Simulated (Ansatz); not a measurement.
**Worked example: HCSi⁺, triplet against HCSi, quartet**

Geometry (PBE0/def2-TZVP stationary point of a quartet), kept for both states (HCSi, quartet: A''; HCSi⁺, triplet: A''):

| atom | x (Å) | y (Å) | z (Å) |
| --- | --- | --- | --- |
| Si | 0.0000 | 0.0326 | 0.6172 |
| C | 0.0000 | -0.1270 | -1.2686 |
| H | 0.0000 | 0.6065 | -2.0825 |

Basis cc-pVTZ; Ansatz 0.2.0. Only valence electrons are correlated (noble-gas cores frozen). R marks a restricted (for open shells ROHF) determinant, U an unrestricted one.

Full CI isn't at hand for all of this; UCCSDT(Q) serves as the reference, and is uncertain by about the last step of the cluster series.

Unrestricted rows (U, and Kohn–Sham where it breaks symmetry) aren't spin-pure: their determinants' ⟨S²⟩ exceeds S(S+1) by up to 0.15, so they mix in states of higher spin.

```tsv
level	E(HCSi, quartet) (hartree)	E(HCSi⁺, triplet) (hartree)
UHF	-327.241465	-326.997936
UMP2	-327.418468	-327.163042
UCCSD(T)	-327.461644	-327.206849
PBE	-327.793319	-327.538425
r2SCAN	-327.945833	-327.686174
UCCSDT(Q)	-327.463696	-327.209117
```

Q: Give the vertical gap, HCSi⁺ triplet less HCSi quartet, at each level in eV (1 hartree = 27.2114 eV), and each error against UCCSDT(Q).

A: UCCSDT(Q): (-327.209117 − (-327.463696)) × 27.2114 = 6.927 eV (the reference)
r2SCAN: (-327.686174 − (-327.945833)) × 27.2114 = 7.066 eV, error 0.139 eV
PBE: (-327.538425 − (-327.793319)) × 27.2114 = 6.936 eV, error 0.009 eV
UCCSD(T): (-327.206849 − (-327.461644)) × 27.2114 = 6.933 eV, error 0.006 eV
UMP2: (-327.163042 − (-327.418468)) × 27.2114 = 6.950 eV, error 0.023 eV
UHF: (-326.997936 − (-327.241465)) × 27.2114 = 6.627 eV, error -0.300 eV

Total energies of functionals can't be set beside those of wave-function methods, since they hold the core's correlation and their own absolute errors; only the differences compare.

The reference still carries a basis error, for a change of charge of the order of 0.1 eV, so smaller errors of functionals can't be ranked.

Each level lands on the state that its own search finds. T1 diagnostics of restricted CCSD: 0.030 and 0.047.
